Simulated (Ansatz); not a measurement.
# CH₄BO radical: one species, many methods

An exercise on one series of results from a longer session: the logs are not shown, and one member is left open.

Program: Ansatz 0.2.0, Gaussian basis. Level of theory: functionals in def2-TZVPP, the program's frozen cores in correlated methods. These are calculated values, not measurements.

Plan: LDA (SPW92), PBE-D4, revPBE-D4, BLYP-D4, r2SCAN-D4, B97M-V, PBE0-D4, B3LYP-D4, r2SCANh-D4, r2SCAN0-D4, HSE06-D4, BHLYP-D4, CAM-B3LYP-D4, LC-ωPBE, ωB97X-V, ωB97M-V, B2PLYP, PBE-QIDH; CCSD(T)/def2-SVP; CCSD(T)/def2-TZVPP; MP2/def2-QZVPP; extrapolation to the limit; RPA on PBE.

### The geometry

All runs share one geometry, relaxed beforehand with PBE0-D4 in a triple-zeta def2 set.

SMILES `[BH]OC`, 7 atoms, charge 0, spin multiplicity 2.

Atoms are counted from 1 here; the program's logs count them from 0.

Bond lengths: B1–O2 1.320 Å, B1–H4 1.207 Å, O2–C3 1.426 Å, C3–H5 1.093 Å, C3–H6 1.091 Å, C3–H7 1.091 Å. Angles: O2–B1–H4 124.7°, B1–O2–C3 124.1°, O2–C3–H5 110.9°, O2–C3–H6 108.4°, O2–C3–H7 108.4°, H5–C3–H6 109.9°, H5–C3–H7 109.9°, H6–C3–H7 109.2°.

The first run:

The input, in.yaml:

```yaml
crystal:
  periodic: [false, false, false]
  atoms:
    - {symbol: B, position_ang: [-1.319622, -1.025731, -0.172923]}
    - {symbol: O, position_ang: [-0.272425, -0.707125, 0.564506]}
    - {symbol: C, position_ang: [0.642169, 0.338582, 0.243899]}
    - {symbol: H, position_ang: [-1.628549, -0.474198, -1.201577]}
    - {symbol: H, position_ang: [0.357826, 0.833967, -0.687585]}
    - {symbol: H, position_ang: [0.642992, 1.059329, 1.062319]}
    - {symbol: H, position_ang: [1.638910, -0.092824, 0.145561]}
basis:
  gaussian: {orbitals: def2-TZVPP}
magnetization: {spin_polarized: true, initial_magnetization: 1}
hamiltonian: {xc: lda}
output: {orbitals: {seedname: orbitals}}
```

Among the steps run: LDA; PBE-D4 (GGA); revPBE-D4 (GGA); BLYP-D4 (GGA); r2SCAN-D4 (meta-GGA); B97M-V (meta-GGA); PBE0-D4 (hybrid); B3LYP-D4 (hybrid); r2SCANh-D4 (hybrid); r2SCAN0-D4 (hybrid); HSE06-D4 (hybrid); BHLYP-D4 (hybrid); CAM-B3LYP-D4 (range-separated); LC-ωPBE-D4 (range-separated; the results give it without D4); ωB97X-V (range-separated); ωB97M-V (range-separated); B2PLYP (double hybrid); PBE-QIDH (double hybrid).

One of the session's tables, all rows but one given; the rest of the session is left out.

It belongs to the step «Frontier levels by functional». 

| functional | HOMO (eV) | gap (eV) |
| --- | --- | --- |
| LDA (SPW92) | ? | ? |
| PBE-D4 | -4.23 | 2.32 |
| revPBE-D4 | -4.22 | 2.45 |
| BLYP-D4 | -4.05 | 2.01 |
| r2SCAN-D4 | -4.59 | 3.36 |
| B97M-V | -4.26 | 2.01 |
| PBE0-D4 | -5.48 | 4.61 |
| B3LYP-D4 | -5.19 | 3.80 |
| r2SCANh-D4 | -5.05 | 4.13 |
| r2SCAN0-D4 | -5.74 | 5.26 |
| HSE06-D4 | -5.07 | 3.83 |
| BHLYP-D4 | -6.57 | 6.42 |
| CAM-B3LYP-D4 | -6.77 | 6.65 |
| LC-ωPBE | -8.25 | 9.71 |
| ωB97X-V | -7.70 | 8.53 |
| ωB97M-V | -7.34 | 7.96 |

Estimate the missing values for LDA (SPW92).

As computed: HOMO (eV): -4.16; gap (eV): 1.74. In the column «HOMO (eV)» it lies between revPBE-D4 (-4.22) and BLYP-D4 (-4.05).
